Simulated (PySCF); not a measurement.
# UHF/6-31G(d) (spherical functions) run of SiH2SF (SMILES F[SiH2][S])

What is the vertical ionisation energy of SiH2SF at UHF/6-31G* (spherical functions)? The job is set up through a Python script.

The results are computed with PySCF 2.14.0.

## 1. The molecule

SiH2SF has 5 atoms, charge 0, and is taken as a doublet. SMILES: `F[SiH2][S]`. The coordinates come from a PBE0-D4/def2-TZVP relaxation.

Bond lengths: F1–Si2 1.596 Å, Si2–S3 2.099 Å, Si2–H4 1.482 Å, Si2–H5 1.482 Å. Angles: F1–Si2–S3 114.0°, F1–Si2–H4 107.4°, F1–Si2–H5 107.4°, S3–Si2–H4 107.4°, S3–Si2–H5 107.4°, H4–Si2–H5 113.3°.

## 2. A single-point energy at UHF/6-31G(d) (spherical functions)

Input file calc.py:

```python
from pyscf import gto

mol = gto.M(
    atom='''
F   -0.324300  -0.023300   1.585400
Si   0.086000  -0.081000   0.044500
S   -1.148000   1.061300  -1.211000
H   -0.023500  -1.493100  -0.391000
H    1.459700   0.462600  -0.069300
''',
    basis='6-31g*',
    verbose=3,
    spin=1,
    charge=0,
    max_memory=1860,
)

myscf = mol.UHF()
myscf.conv_tol = 1e-10
myscf.kernel()
if not myscf.converged:
    myscf = myscf.newton().run(myscf.mo_coeff, myscf.mo_occ)

e_final = myscf.e_tot
print(f'total energy: {e_final:.8f} hartree')
```

Run with:

```sh
OMP_NUM_THREADS=1 python calc.py
```

The log of the run:

```text
converged SCF energy = -787.092684602007  <S^2> = 0.75737901  2S+1 = 2.0073655
total energy: -787.09268460 hartree
```

It took 1 s on 1 thread of Arm Neoverse V2, shared host; peak memory 0.12 GiB.

## 3. The singlet cation at the same level

Input file job.py:

```python
from pyscf import gto, scf

mol = gto.Mole()
mol.atom = [
    ('F', (-0.324300, -0.023300, 1.585400)),
    ('Si', (0.086000, -0.081000, 0.044500)),
    ('S', (-1.148000, 1.061300, -1.211000)),
    ('H', (-0.023500, -1.493100, -0.391000)),
    ('H', (1.459700, 0.462600, -0.069300)),
]
mol.charge = 1
mol.max_memory = 1860
mol.basis = '6-31g*'
mol.verbose = 3
mol.spin = 0
mol.build()

hf = scf.RHF(mol)
hf.conv_tol = 1e-10
hf.kernel()
if not hf.converged:
    hf = hf.newton().run(hf.mo_coeff, hf.mo_occ)

etot = hf.e_tot
print('E = %.10f Eh' % etot)
```

Run with:

```sh
OMP_NUM_THREADS=1 python job.py
```

The log of the run:

```text
converged SCF energy = -786.674527420196
E = -786.6745274202 Eh
```

Wall time 0.85 s (1 thread of Arm Neoverse V2, shared host); peak memory 0.11 GiB.

## 4. Outcome

Level: UHF/6-31G* (spherical functions).

| quantity | value |
| --- | --- |
| doublet SiH2SF: total energy | -787.09268 Eh |
| doublet SiH2SF: dipole moment | 1.42 D |
| doublet SiH2SF: HOMO energy (highest over α and β) | -10.64 eV |
| doublet SiH2SF: LUMO energy (lowest over α and β) | -0.43 eV |
| doublet SiH2SF: ⟨S²⟩ | 0.757 |
| singlet cation: total energy | -786.67453 Eh |
| singlet cation: HOMO energy | -19.40 eV |
| singlet cation: LUMO energy | -10.14 eV |
| singlet cation: HOMO–LUMO gap | 9.26 eV |
| vertical ionisation energy (to the singlet cation) | 11.379 eV |

In words: The vertical ionisation energy comes to 11.38 eV (262 kcal/mol). Only the singlet of the ionised species was computed; a triplet could lie lower. Mulliken charges (doublet SiH2SF) run from -0.53 on F1 to +1.05 on Si2; they depend strongly on the basis.
